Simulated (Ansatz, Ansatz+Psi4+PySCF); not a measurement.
```xyz
2

Si   -0.0022   -0.0045   -0.5453
O    -0.0022    0.0051    0.9611
```

Basis set: cc-pVTZ (spherical functions). Left uncorrelated: 6 orbitals. Charge 0, multiplicity 1.

Computed with Ansatz (development build ahead of 0.2.0); each method stands on the lowest determinant of its kind that the runs found. Restricted open shells among the atoms or ions are ROHF, correlated in semicanonical orbitals with singles.

(1) Give the atomization energy at this shape (free ground-state atoms in the same class of orbitals less the molecule, no zero-point energy) of singlet SiO by RHF-MP2, RHF.

## Answers

(1)

```
 method  atomization energy
RHF-MP2             8.37 eV
    RHF             4.93 eV
```
